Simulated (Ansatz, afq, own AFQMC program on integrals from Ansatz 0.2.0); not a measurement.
# Where AFQMC and coupled cluster stand for CHAl, triplet

```xyz
3

Al    0.0000    0.0000    0.1051
C     0.0000    0.0000   -1.8111
H     0.0000    0.0000    1.7060
```

Connectivity, by distances: AlH–C.

Basis cc-pVDZ. Only valence electrons are correlated. Integrals, coupled cluster, full CI and functionals: Ansatz 0.2.0; the random walks run on the same integrals in our own AFQMC program. ph-AFQMC/CISD is guided by a CISD state made of CCSD amplitudes; releasing the constraint for a short imaginary time cuts its bias at the price of noise, slowly where states lie close. Free AFQMC starts from the CCSD state and is never constrained. Its projection time is finite, and what remains of the start isn't in its error. Uncertainties: one standard error, sampling alone.

Determinant: UHF, the one that the program's search chose, which needn't be the lowest solution. The geometry is a PBE0/def2-TZVP stationary point of this or a neighbouring charge and spin state.

No full CI on the walks' own integrals is used here; CCSDT(Q) serves as the reference and is uncertain by about the last step of the cluster series.

```
T1 diagnostic                               : 0.0361
weight of the determinant in the CISD state : 0.869
⟨S²⟩ of the determinant                     : 2.009
size of the correlated space                : 8 electrons in 31 orbitals
```

Reference: CCSDT(Q), correlation energy -5.063 eV. The released energy is read at 2.40 1/Eh (meV from the phaseless value at times in 1/Eh: -10 ± 14 at 0.24, -32 ± 11 at 0.51, -23 ± 13 at 0.99, -52 ± 16 at 1.62, -45 ± 24 at 2.40).

| level | E − E(reference) (meV) | share of correlation (%) |
| --- | --- | --- |
| HF | 5062.6 | 0.00 |
| MP2 | 1125.5 | 77.77 |
| CCSD | 300.7 | 94.06 |
| CCSD(T) | 79.1 | 98.44 |
| CCSDT | 25.6 | 99.50 |
| ph-AFQMC/HF | 76.4 ± 55.3 | 98.49 |
| ph-AFQMC/CISD | 71.6 ± 13.3 | 98.59 |
| released AFQMC | 26.1 ± 23.8 | 99.48 |
| free AFQMC | 21.3 ± 19.5 | 99.58 |

Free projections are given only where their last times agree within the noise and don't stop above the reference; a slow remainder of the start can still hide under it. A walk keeps the symmetry of its determinant, which the program's search chose and which needn't be the lowest solution, so a lower state of the same spin and another symmetry isn't excluded. Released energies are given only where the last usable release times agree within the noise; a slower fall can still hide under it.
